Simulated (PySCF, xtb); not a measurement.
Relative energy of two structures of AlBHS

Structure X is a doublet given by its coordinates and structure Y is `[B]1[AlH][S]1`, a doublet. Both are isolated molecules in the gas phase, relaxed with B3LYP-D4/def2-SVP.

X (Å):

```xyz
4

Al   -0.4844    0.0846   -1.6270
B     1.4859   -0.2412    0.1082
S     0.8333    1.3411   -0.1086
H     1.2527   -1.3296   -0.3710
```

Close contacts (Å): Al1–B2 2.65, Al1–S3 2.37, B2–S3 1.73, B2–H4 1.21.

Y (Å):

```tsv
atom	x (Å)	y (Å)	z (Å)
Al	1.7889	0.8209	0.3631
B	0.3743	2.2936	0.2940
S	1.8308	2.9801	-0.4359
H	3.0467	-0.1278	0.2930
```

**Question.** Estimate E(Y) − E(X) at the level CCSD(T)/def2-SVP.

**Answer.** Calculated at CCSD(T)/def2-SVP: E(Y) − E(X) = +84.0 kJ/mol, so structure X lies lower.

The same difference at several levels:

```tsv
level	geometry	E(Y) − E(X) (kJ/mol)	departure from the last row (kJ/mol)	job, with rough time for the two
GFN2-xTB	GFN2-xTB	−59.9	−143.9	optimisation, 0.37 s
HF/STO-3G	GFN2-xTB	+167.1	+83.1	single point, 2.2 s
r2SCAN-D4/def2-SVP	GFN2-xTB	+67.7	−16.4	single point, 98 s
B3LYP-D4/def2-SVP	B3LYP-D4/def2-SVP	+92.5	+8.5	optimisation, 1.8 min
HF/def2-SVP	B3LYP-D4/def2-SVP	+92.2	+8.2	part of the CCSD(T) run
MP2/def2-SVP	B3LYP-D4/def2-SVP	+78.1	−5.9	part of the CCSD(T) run
CCSD(T)/def2-SVP	B3LYP-D4/def2-SVP	+84.0		single point, 14 s
```

GFN2-xTB puts the two in the other order. The largest departure from CCSD(T)/def2-SVP is that of GFN2-xTB, 143.9 kJ/mol. No reliable frequencies are at hand for X, so it isn't confirmed as a minimum.

Open shells are spin-unrestricted, with notable spin contamination under HF/STO-3G. The correlated steps freeze 11 core orbitals. Run with PySCF 2.14.0, xtb 6.7.1; the last row on 2 threads of Intel(R) Xeon(R) Processor @ 2.70GHz on a shared host.
